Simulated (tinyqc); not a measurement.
Ways to converge the cycle: SCF convergence aids in the sto-3g basis, for CH3, spin multiplicity 2. Computed by the program tinyqc with PySCF. UHF with one setting changed at a time; a run stops when the energy changes by less than 1e-09 hartree and the error matrix is below 1e-5. The start is random orbitals. Damping d keeps d of the old density; a shift (hartree) raises the virtual levels; DIIS n extrapolates F over n matrices.

Geometry (angstrom):
```
atom,x,y,z
C,0.0000,0.0000,0.0780
H,1.3940,0.0000,0.0000
H,-0.6970,1.2080,0.0000
H,-0.6970,-1.2080,0.0000
```

lowest solution found by these runs and by PySCF with stability checks = -38.915264 hartree

Largest element of the error matrix X^T (FDS - SDF) X:
```
iteration,plain,damping 0.3,damping 0.6,shift 0.4,DIIS 3,DIIS 8
1,4.3e+00,4.3e+00,4.3e+00,4.3e+00,4.3e+00,4.3e+00
2,3.0e-01,1.2e+00,2.4e+00,2.4e-01,3.0e-01,3.0e-01
3,1.2e-01,3.9e-01,1.4e+00,1.2e-01,1.3e-01,1.3e-01
4,4.7e-02,1.3e-01,8.8e-01,8.0e-02,5.2e-02,5.2e-02
5,2.5e-02,5.4e-02,5.4e-01,6.8e-02,2.6e-02,2.6e-02
6,1.7e-02,3.9e-02,3.3e-01,5.7e-02,1.4e-02,1.2e-02
8,9.0e-03,1.9e-02,1.3e-01,4.0e-02,4.9e-03,3.9e-03
10,6.6e-03,1.2e-02,5.0e-02,3.0e-02,6.9e-04,2.8e-04
14,3.2e-03,7.2e-03,2.0e-02,1.3e-02,4.6e-05,1.2e-05
20,1.0e-03,3.4e-03,9.8e-03,5.3e-03,-,-
30,1.4e-04,9.1e-04,4.9e-03,1.5e-03,-,-
45,-,1.2e-04,1.7e-03,2.0e-04,-,-
60,-,1.5e-05,5.5e-04,2.6e-05,-,-
```

How each run ends:
```
run,iterations,E (hartree),state
plain,44,-38.915264,lowest found
damping 0.3,>60,-38.915264,"falls steadily but slowly, by a factor of about 0.87 a step"
damping 0.6,>60,-38.915255,"falls steadily but slowly, by a factor of about 0.93 a step"
shift 0.4,>60,-38.915264,"falls steadily but slowly, by a factor of about 0.87 a step"
DIIS 3,19,-38.915264,lowest found
DIIS 8,16,-38.915264,lowest found
```

What does the comparison show, and why?

3 of 6 runs reach the lowest solution found, in 16 to 44 iterations (fastest: DIIS 8). Not converged: damping 0.3, damping 0.6, shift 0.4. Plain steps already contract here, so damping only slows them. DIIS 3 and DIIS 8 gain by cancelling the error over several earlier matrices, much as a quasi-Newton step does.
